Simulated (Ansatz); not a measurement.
Harmonic frequencies (cm⁻¹) at PBE0-D4/def2-TZVP from Ansatz: 67, 162, 307, 552, 600, 1019, 1038, 1063, 1120, 1214, 1218, 1290, 1324, 1428, 1454, 1519, 1530, 3065, 3071, 3148, 3151.

Each molecule was computed in one conformer, which needn't be the lowest.

Q: Which molecule is it?
A. `FCOCF`
B. `CC(O)(F)F`
C. `COC(F)F`
D. `OC(F)CF`

A: A.
